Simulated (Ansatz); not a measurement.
**C₂HAl (triplet): wave-function methods side by side, def2-QZVPP**

The task here is to estimate one member of a computed series from the others.

The runs use Ansatz 0.2.0, Gaussian basis; def2-QZVPP, core rule «outside noble gas», up to 7 orbitals frozen.

The runs, in order: UHF; ROHF; CCSD(T) on UHF.

2 further runs of the same task are left out: 2 set aside as unsound or not needed.

## The system

The geometry is a PBE0/def2-TZVP stationary point (not a proven minimum) of the parent state, kept for this charge and spin.

4 atoms, charge 0, spin multiplicity 3.

Atoms are counted from 1 here; the program's logs count them from 0.

Bond lengths: Al1–C3 1.968 Å, C2–C3 1.216 Å, C2–H4 1.067 Å. Angles: C3–C2–H4 180.0°, Al1–C3–C2 180.0°.

Set-up of the first run:

The input, in.yaml:

```yaml
crystal:
  periodic: [false, false, false]
  atoms:
    - {symbol: Al, position_ang: [0.000000, 0.000000, 2.350575]}
    - {symbol: C, position_ang: [0.000000, 0.000000, -0.832925]}
    - {symbol: C, position_ang: [0.000000, 0.000000, 0.382775]}
    - {symbol: H, position_ang: [0.000000, 0.000000, -1.900425]}
basis:
  gaussian: {orbitals: "def2-QZVPP.json"}
magnetization: {spin_polarized: true, initial_magnetization: 2}
hamiltonian: {xc: hf}
output: {orbitals: {seedname: orbitals}}
```

Run with:

```bash
$ ansatz run in.yaml --threads 1 --pin off --events-out ev --progress --plain --max-ram 2393MiB
```

Among the steps run: UHF; ROHF; CCSD(T) on UHF.

One of the session's tables, all rows but one given; the rest of the session is left out.

```
  method  from UCCSD(T) (meV)
    ROHF             +10325.1
     UHF             +10293.9
    UMP2                    ?
   UCCSD               +581.1
UCCSD(T)                    0
```

Estimate the missing values for UMP2.

As computed: from UCCSD(T) (meV): +848.7. In the column «from UCCSD(T) (meV)» it lies between UCCSD (+581.1) and UHF (+10293.9).
